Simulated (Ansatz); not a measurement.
Species: CH$_{3}$, SMILES `[CH3]` (charge 0, multiplicity 2), formula CH₃.

Question: How many basis functions does Ansatz (a first-principles code) with frozen-core CCSD(T)/cc-pVTZ // B3LYP-D3(BJ)/def2-TZVP use, how many core orbitals are frozen, and how many electrons are correlated?

Answer: 72 basis functions and 1 frozen orbitals, which leaves 7 correlated electrons. Core time is of the order of seconds.
